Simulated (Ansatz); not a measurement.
# SiH₃O (doublet): the correlation ladder at distance Si1–O2 = 1.507 Å, cc-pVDZ

Aim: climb from Hartree-Fock through coupled cluster and multireference methods for SiH₃O (doublet) at one geometry and basis, and see what each rung misses.

Computed with Ansatz 0.2.0, Gaussian basis. Level: cc-pVDZ, core rule «outside noble gas», up to 6 orbitals frozen.

Plan: UHF; CCSD(T) on ROHF; CCSD(T) on UHF; BCCD(T) on ROHF; CISD; CCSDT(Q) on ROHF; CCSDT(Q) on UHF; CASSCF and MRCISD+Q, 3 electrons in 3 orbitals; CASSCF and NEVPT2, 3 electrons in 3 orbitals.

26 further runs of the same task are left out: 1 for a mislabelled method, 1 for a known fault of the program, 20 that didn't finish, 4 set aside as unsound or not needed.

## (1) The system

The geometry derives from a PBE0/def2-TZVP stationary point (not a proven minimum). One bond is set to the value named and the two fragments are kept rigid.

5 atoms, charge 0, spin multiplicity 2.

Atoms are counted from 1 here; the program's logs count them from 0.

Bond lengths: Si1–O2 1.507 Å, Si1–H3 1.493 Å, Si1–H4 1.485 Å, Si1–H5 1.485 Å. Angles: O2–Si1–H3 100.6°, O2–Si1–H4 112.5°, O2–Si1–H5 112.5°, H3–Si1–H4 110.4°, H3–Si1–H5 110.4°, H4–Si1–H5 110.2°.

## (2) UHF

Contents of in.yaml:

```yaml
crystal:
  periodic: [false, false, false]
  atoms:
    - {symbol: Si, position_ang: [0.003252, 0.000000, 0.481694]}
    - {symbol: O, position_ang: [-0.020406, 0.000002, -1.025121]}
    - {symbol: H, position_ang: [1.475461, -0.000114, 0.732100]}
    - {symbol: H, position_ang: [-0.620989, 1.217950, 1.058990]}
    - {symbol: H, position_ang: [-0.621177, -1.217854, 1.058990]}
basis:
  gaussian: {orbitals: cc-pVDZ}
magnetization: {spin_polarized: true, initial_magnetization: 1}
hamiltonian: {xc: hf}
output: {orbitals: {seedname: orbitals}}
```

Command:

```
ansatz run in.yaml --threads 1 --pin off --events-out ev --progress --plain --max-ram 2393MiB
```

The runs that follow: CCSD(T) on ROHF; CCSD(T) on UHF; BCCD(T) on ROHF; CISD; CCSDT(Q) on ROHF; CCSDT(Q) on UHF; CASSCF and MRCISD+Q, 3 electrons in 3 orbitals; CASSCF and NEVPT2, 3 electrons in 3 orbitals.

Before running them: what should the planned runs give, taken together? Wanted: UCCSDT(Q) below the RHF energy; RMP2 from UCCSDT(Q); UMP2 from UCCSDT(Q); RCCSD from UCCSDT(Q); RCCSD(T) from UCCSDT(Q); UCCSD(T) from UCCSDT(Q); RCCSDT(Q) from UCCSDT(Q); NEVPT2 pair from UCCSDT(Q); T1 diagnostic.

**Answer**, as computed:

| quantity | value |
| --- | --- |
| UCCSDT(Q) below the RHF energy | -7.9122 eV |
| RMP2 from UCCSDT(Q) | +116.2 kJ/mol |
| UMP2 from UCCSDT(Q) | +115.2 kJ/mol |
| RCCSD from UCCSDT(Q) | +17.9 kJ/mol |
| RCCSD(T) from UCCSDT(Q) | +3.9 kJ/mol |
| UCCSD(T) from UCCSDT(Q) | +3.8 kJ/mol |
| RCCSDT(Q) from UCCSDT(Q) | +0.1 kJ/mol |
| NEVPT2 pair from UCCSDT(Q) | +113.3 kJ/mol |
| levels within 1 kcal/mol (43 meV) | RCCSD(T), UCCSD(T), BCCD(T), RCCSDT, UCCSDT, RCCSDT(Q) |
| T1 diagnostic | 0.031 |

**Reading.** RCCSD(T) lands +3.9 kJ/mol from the yardstick (0.5 % of the correlation energy). These misses are within one basis, not against nature; the frozen cores of restricted and unrestricted runs differ, which can shift their rows.
